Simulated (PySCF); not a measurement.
Species: C5H4O.
Numbering: `[CH:1]#[C:2][CH2:3][CH:4]=[C:5]=[O:6]` (hydrogens: H7 on C1; H8, H9 on C3; H10 on C4)

Torsions of this conformer, `[CH:1]#[C:2][CH2:3][CH:4]=[C:5]=[O:6]`: C2–C3–C4–C5 112°.

The closed-shell ground state was solved at several levels (PySCF, density fitting, gas phase, non-relativistic). Geometry: PBE0-D3(BJ)/def2-SVP, one conformer, isolated molecule.

```tsv
level	basis functions	total energy (Eh)	HOMO (eV)	LUMO (eV)	gap (eV)	dipole (D)
B3LYP/pcJ-1	202	-268.0669	-6.71	-1.44	5.27	1.40
KT2/pcSseg-2	272	-272.7119	-5.78	-2.30	3.48	1.31
CAM-B3LYP/def2-SVPD	155	-267.7289	-8.31	-0.05	8.26	1.50
```

(1) What might PBE0/pcSseg-1 (122 basis functions) give for the same quantities?

(2) Over all these levels, which gives the widest orbital gap and which the narrowest?

(3) How far do the dipole and the HOMO energy spread over the levels?

## Answers

(1) Total energy -267.7066 Eh, HOMO -6.94 eV, LUMO -1.19 eV, gap 5.75 eV, dipole 1.37 D.

(2) CAM-B3LYP/def2-SVPD (range-separated hybrid) has the widest, 8.26 eV, and KT2/pcSseg-2 (GGA) the narrowest, 3.48 eV. Functional and basis both differ between the two, so the spread mixes both effects.

(3) The dipole runs from 1.31 to 1.50 D (mean 1.39 D) and the HOMO from -8.31 to -5.78 eV.
